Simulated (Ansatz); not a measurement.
We consider rock-salt EuS, described by BLYP in Ansatz (PAW).

Run with plane-wave cutoff 520 eV, 10×10×10 k mesh, Fermi–Dirac smearing 0.01 eV, spin-polarised with parallel moments, scalar-relativistic PAW data made under PBE.

Results at a series of volumes:

```json
[
 {"V (Å³/atom)": "25.238", "E − E_lowest (meV/atom)": "15.22"},
 {"V (Å³/atom)": "25.775", "E − E_lowest (meV/atom)": "6.50"},
 {"V (Å³/atom)": "26.312", "E − E_lowest (meV/atom)": "1.58"},
 {"V (Å³/atom)": "26.849", "E − E_lowest (meV/atom)": "0.00"},
 {"V (Å³/atom)": "27.386", "E − E_lowest (meV/atom)": "1.43"},
 {"V (Å³/atom)": "27.923", "E − E_lowest (meV/atom)": "5.62"},
 {"V (Å³/atom)": "28.460", "E − E_lowest (meV/atom)": "12.24"}
]
```

Task: Fit the third-order Birch–Murnaghan equation and give B0 and B′.

Result: V0 = 26.851 Å³/atom, B0 = 45.1 GPa, B′ = 4.3 (fit to the energies at full precision).

Measured, for comparison: bulk modulus 61.5 ± 0.5 GPa, equilibrium volume per atom 26.60 Å³/atom (room temperature, no zero-point or thermal correction; as tabulated in Sci. Rep., doi 10.1038/s41598-022-05321-9). Computed (rounded) less measured: bulk modulus -27 %, equilibrium volume per atom +0.9 %.

Note: the gap of the solid is closed in this run; the 4f shell is treated without U or exact exchange, so its levels and filling can be wrong; this level leaves the solid without a gap, although one is measured.

Spin–orbit coupling is not included; it can open a gap where bands touch, and shift volumes and moduli.

The computed numbers hold no vibrational or temperature effects.

Ansatz is a first-principles code.
